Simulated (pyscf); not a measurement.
**Hydrogen abstraction: F–SiH₂• (SMILES F[SiH2]) + H₂ (SMILES [H][H]) -> F–SiH₃ (SMILES F[SiH3]) + H• (SMILES [H])**

Gas phase, doublet surface, charge 0. Bonds broken: H3–H6. Bonds formed: Si1–H3. Optimised with ωB97X-D3(BJ)/def2-SVP in PySCF.

Transition state (Å):

```xyz
6

Si     0.1699     0.4404     0.0167
F      1.4821     1.3896     0.1765
H      0.2240    -0.6940     1.1532
H     -1.0483     1.2770     0.1935
H      0.1992    -0.1917    -1.3305
H      0.2912    -1.4906     1.9746
```

One imaginary mode, 1118i cm⁻¹; descent along it reached the two sides named.

```tsv
bond	change	reactant side (Å)	saddle	product side
H3–H6	breaks	0.761	1.146	3.7
Si1–H3	forms	3.4	1.607	1.487
```

Electronic energies relative to the separated reactants (kcal/mol):

```tsv
level	barrier	reaction energy	reverse barrier
ωB97X-D3(BJ)/def2-TZVP	14.3	+8.6	5.7
PBE/def2-TZVP	12.8	+12.3	0.4
r²SCAN/def2-TZVP	13.1	+13.2	-0.1
B3LYP-D3(BJ)/def2-TZVP	13.8	+12.8	1.0
PBE0-D3(BJ)/def2-TZVP	12.9	+10.3	2.6
M06-2X/def2-TZVP	18.3	+11.6	6.7
ωB97M-D3(BJ)/def2-TZVP	14.8	+9.0	5.8
HF/def2-TZVP	19.6	+4.2	15.4
```

With ωB97M-D3(BJ)/def2-TZVP energies and thermal terms (ideal gas, 1 atm, RRHO with modes under 100 cm⁻¹ raised to 100, one conformer, R ln 2 for chiral ones without a mode under 150 cm⁻¹), in kcal/mol:

```csv
T (K),ΔH‡,ΔG‡,ΔH,ΔG
298,12.5,20.1,+8.4,+10.4
600,12.3,28.0,+8.4,+12.5
900,12.6,35.8,+8.8,+14.4
1200,13.1,43.5,+9.4,+16.2
```

At r²SCAN this geometry lies under the product side: in single points on another level's saddle the reverse barrier vanishes, and the forward threshold there is about the reaction energy. This is the saddle that the search found; another between the same sides may lie lower. The angle at the transferred H is 178°.
